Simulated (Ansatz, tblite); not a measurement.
Removing an electron: the cluster S4⁻. Charge -1, multiplicity 2. Geometry: PBE-D4/def2-TZVPD. Ansatz, gas phase; energy differences of separate SCF runs; the oxidised species is a singlet (the triplet lies 0.02 eV higher at PBE0-D4/def2-TZVPD).

| atom | x (Å) | y (Å) | z (Å) |
| --- | --- | --- | --- |
| S1 | 1.2720 | -1.3748 | 0.4690 |
| S2 | -0.8187 | 0.0611 | -1.7476 |
| S3 | 0.4711 | 0.1775 | 1.3791 |
| S4 | -0.9244 | 1.1362 | -0.1006 |

The xTB rows come from tblite. The structure comes from a short search, and lower isomers may exist.

```csv
level,−HOMO (eV),vertical IE (eV),−LUMO (eV),HOMO–LUMO gap (eV),remarks
GFN1-xTB,–,6.62,–,–,–
GFN2-xTB,–,7.58,–,–,–
PBE-D4/def2-TZVPD,-0.19,2.41,-0.71,0.52,"HOMO above zero (-1 doublet), restricted singlet, untested (singlet)"
r2SCAN-D4/def2-TZVPD,0.04,2.57,-0.73,0.77,"restricted singlet, untested (singlet)"
PBE0-D4/def2-TZVPD,0.98,2.81,-1.20,2.18,"restricted singlet, untested (singlet)"
```

  A HOMO above zero means that the electron is unbound at that level or that self-interaction error raises the level; the energy of removing that electron tells which. HOMO and LUMO are the levels of the spin that leaves or enters (xTB has no such levels and no spin-polarisation term). Other spin states of the ions may lie lower, which would lower the ionisation energy or raise the affinity. Raw xTB energy differences between charge states are shifted by several eV; the methods need an empirical correction for them.
